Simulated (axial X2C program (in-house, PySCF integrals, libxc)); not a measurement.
**Outer orbitals of SiO⁻ at 1.561 Å, r2SCAN**

All values were computed with an axial X2C code built on PySCF integrals. Spin-free means the one-electron spin-free X2C Hamiltonian; two-component (2c) means X2C with spin–orbit coupling and atomic mean-field two-electron Coulomb and Gaunt terms, so the difference of the two also holds small scalar two-electron terms. Basis: Si dyall-av3z [9s8p3d2f], O dyall-av3z [7s6p3d2f] (cores contracted in-house); Gaussian nuclei, density fitting, unrestricted open shells. Masses: Si 27.977 u, O 15.995 u.

The distance is close to the 2c PBE0 minimum; the highest filled and lowest empty levels are listed.

Spin-free orbitals, state M_S = 1/2, Λ = 1 (beyond evenly filled blocks: π+α) (Löwdin shares):

| symmetry | occupied | ε (eV) | atomic character |
| --- | --- | --- | --- |
| σα | yes | -18.86 | 69% O s, 11% Si p, 7% Si s |
| σβ | yes | -18.65 | 68% O s, 11% Si p, 8% Si s |
| σα | yes | -5.62 | 46% O p, 39% Si s, 7% O s |
| σβ | yes | -5.27 | 51% O p, 35% Si s, 7% O s |
| π+α | yes | -2.71 | 74% O p, 19% Si p, 4% Si d |
| π-α | yes | -2.71 | 74% O p, 19% Si p, 4% Si d |
| π-β | yes | -2.44 | 74% O p, 17% Si p, 5% Si d |
| π+β | yes | -2.44 | 74% O p, 17% Si p, 5% Si d |
| σα | yes | -2.23 | 42% O p, 25% Si p, 24% Si s |
| σβ | yes | -1.87 | 37% O p, 28% Si s, 27% Si p |
| π+α | yes | 1.84 | 68% Si p, 14% O p, 13% Si d |
| π-α | no | 1.84 | 68% Si p, 14% O p, 13% Si d |
| σα | no | 2.80 | 61% Si p, 37% Si s |
| π-β | no | 2.87 | 70% Si p, 14% O p, 10% Si d |
| π+β | no | 2.87 | 70% Si p, 14% O p, 10% Si d |

The highest filled level is positive, so this functional does not bind it, and the empty levels of an anion are set by the basis. A filled and an empty partner (Λ and −Λ, same spin) share one energy because the functional has no current term.

Spinors with spin–orbit coupling (state Ω = 1/2):

```tsv
ω	occupied	ε (eV)	atomic character	λ mixture
-1/2	yes	-18.85	69% O s, 11% Si p, 7% Si s	100% σ
1/2	yes	-18.64	68% O s, 11% Si p, 8% Si s	100% σ
-1/2	yes	-5.61	46% O p, 39% Si s, 7% O s	100% σ
1/2	yes	-5.26	51% O p, 35% Si s, 7% O s	100% σ
1/2	yes	-2.72	74% O p, 19% Si p, 4% Si d	100% π
-3/2	yes	-2.70	74% O p, 19% Si p, 4% Si d	100% π
-1/2	yes	-2.44	74% O p, 17% Si p, 5% Si d	100% π
3/2	yes	-2.43	74% O p, 17% Si p, 5% Si d	100% π
-1/2	yes	-2.23	42% O p, 25% Si p, 24% Si s	100% σ
1/2	yes	-1.87	37% O p, 28% Si s, 27% Si p	100% σ
1/2	yes	1.84	68% Si p, 14% O p, 13% Si d	100% π
-3/2	no	1.85	68% Si p, 14% O p, 13% Si d	100% π
-1/2	no	2.82	64% Si p, 34% Si s	100% σ
-1/2	no	2.87	71% Si p, 14% O p, 10% Si d	100% π
3/2	no	2.88	71% Si p, 14% O p, 10% Si d	100% π
```

The highest filled level is positive, so this functional does not bind it, and the empty levels of an anion are set by the basis.

Mulliken charges and populations of the two-component result (they depend on the basis, above all on diffuse functions):

Si -0.51 e (s 5.73 p 8.50 d 0.24 f 0.04), O -0.49 e (s 3.88 p 4.57 d 0.04). ⟨Lz⟩ = 1.00 ħ and ⟨Sz⟩ = -0.50 ħ (-0.48 and -0.02 on the two atoms), which add up to Ω.

One determinant describes the state; a PBE0 search over occupations chose it and may have missed a lower one. Density functionals use the spin component along the axis (collinear). The highest occupied level is positive at some bond lengths even in Hartree–Fock (under at least one Hamiltonian), so the basis set holds the extra electron there; where that holds at Re the anion is at best weakly bound and its constants depend on the basis. Without a current term, density functionals place determinants with orbital angular momentum somewhat too high.
